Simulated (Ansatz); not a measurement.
Species: C4H4N, charge -1, multiplicity 1. It need not be the lowest isomer of its formula. Whether it binds its extra electron was not tested at this geometry. 
Coordinates optimised at B3LYP-D3(BJ)/def2-TZVP (Ansatz, a program for electronic structure):
```xyz
9

N     -0.0018     0.0036     1.2272
C      0.0016     1.0810     0.3973
C     -0.0028    -1.0787     0.4036
C      0.0029     0.7054    -0.9510
C     -0.0001    -0.7110    -0.9469
H      0.0031     2.0891     0.7999
H     -0.0055    -2.0844     0.8121
H      0.0055     1.3594    -1.8145
H     -0.0001    -1.3700    -1.8065
```
Charge -1, spin multiplicity 1.

Basis-set convergence of Hartree-Fock and CCSD(T) correlation energies (hartree) with Ansatz. Valence correlation only, unless marked. No spin-orbit coupling. No relativistic terms. This anion needs diffuse functions, which these sets lack.

| basis | functions | E(HF) | E(corr, CCSD(T)) |
|---|---|---|---|
| cc-pVDZ | - | -208.22316 | -0.76055 |
| cc-pVTZ | 206 | ? | ? |

Problem. Fill in the missing entries.

Solution. 
- cc-pVTZ, E(HF): -208.28134
- cc-pVTZ, E(corr, CCSD(T)): -0.91814
